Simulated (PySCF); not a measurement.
Bond curve of SiCl

Set-up: basis Si def2-TZVPPD, Cl def2-TZVPPD; no relativity; PySCF 2.14. Energies in eV from Si + Cl in their ground configurations at the same level. All curves are PBE0. state 1: ²Π (doublet), unpaired electrons π ↑; state 2: ⁴Σ⁻ (quartet), unpaired electrons σ ↑, π ↑↑, a second solution, started from another occupation.

```json
{"R (Å)": "1.784", "state 1": "-3.416", "state 2": "-0.542"}
{"R (Å)": "1.867", "state 1": "-4.006", "state 2": "-1.116"}
{"R (Å)": "1.950", "state 1": "-4.322", "state 2": "-1.414"}
{"R (Å)": "2.012", "state 1": "-4.430", "state 2": "-1.508"}
{"R (Å)": "2.074", "state 1": "-4.458", "state 2": "-1.524"}
{"R (Å)": "2.136", "state 1": "-4.423", "state 2": "-1.482"}
{"R (Å)": "2.219", "state 1": "-4.309", "state 2": "-1.365"}
{"R (Å)": "2.323", "state 1": "-4.090", "state 2": "-1.164"}
{"R (Å)": "2.447", "state 1": "-3.764", "state 2": "-0.897"}
{"R (Å)": "2.613", "state 1": "-3.285", "state 2": "-0.575"}
```

Question: Put a parabola through the three lowest points of the state 1 curve and estimate Re, k and ωe (reduced mass 15.54 u; 1 eV/Å² = 0.16022 mdyn/Å; ωe = 1302.8·√(k/μ) cm⁻¹).

Answer: Through R = 2.012, 2.074, 2.136 Å the second-order coefficient is 8.19 eV/Å², so Re ≈ 2.071 Å, k ≈ 2.63 mdyn/Å and ωe ≈ 536 cm⁻¹. A polynomial fit of higher order to the unrounded PBE0 energies gives Re = 2.068 Å, k = 2.60 mdyn/Å, ωe = 532 cm⁻¹; anharmonicity and rounding make the difference.

The higher-order fit for each curve: state 1: Re = 2.068 Å, ωe = 532 cm⁻¹, De = 4.46 eV; state 2: Re = 2.057 Å, ωe = 532 cm⁻¹, minimum 1.53 eV below the ground-state fragments.

Counting both spins, an empty level lies below a filled one in some of these solutions, because spin and occupation are held. The state was picked by a PBE0 search and need not be the measured ground state.
